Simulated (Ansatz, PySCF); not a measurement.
This PySCF input computes a CAM-B3LYP/def2-TZVPD energy:

```python
from pyscf import gto, scf, dft

mol = gto.M(
    atom='''
    F     1.21575768   -0.26497151   -0.06891347
    N     0.00093047    0.00291095    0.26044308
    F    -0.37945142    1.18437148   -0.07941355
    F    -0.83702995   -0.92166404   -0.05423982
    ''',
    basis='def2-tzvpd',
    charge=1,
    spin=1,
    verbose=4,
)

mf = dft.UKS(mol, xc='camb3lyp').density_fit(auxbasis='def2-universal-jkfit')
mf.grids.level = 3
mf.conv_tol = 1e-9
mf.max_cycle = 100
mf.max_memory = 1500
mf.kernel()
if not mf.converged:
    mf = mf.newton()
    mf.kernel(mf.make_rdm1())
for _ in range(2):
    mo, _, stable, _ = mf.stability(return_status=True)
    if stable:
        break
    mf.kernel(mf.make_rdm1(mo, mf.mo_occ))
mf.analyze()
```

### Question
Write an input for the same energy in Ansatz (a quantum-chemistry and plane-wave program) and say what it gives.

### Answer

Ansatz 0.2 input:
```yaml
crystal:
  periodic: [false, false, false]
  atoms:
    - {symbol: F, position_ang: [1.21575768, -0.26497151, -0.06891347]}
    - {symbol: N, position_ang: [0.00093047, 0.00291095, 0.26044308]}
    - {symbol: F, position_ang: [-0.37945142, 1.18437148, -0.07941355]}
    - {symbol: F, position_ang: [-0.83702995, -0.92166404, -0.05423982]}
basis:
  gaussian:
    orbitals: def2-TZVPD
hamiltonian:
  xc: {name: CAM-B3LYP}
total_charge: 1
magnetization: {spin_polarized: true, initial_magnetization: 1}
output: {forces: true}
```
It gives -353.70437 Eh, and PySCF -353.70441 Eh, a difference of 0.04 mEh, from the treatment of integrals and grids.
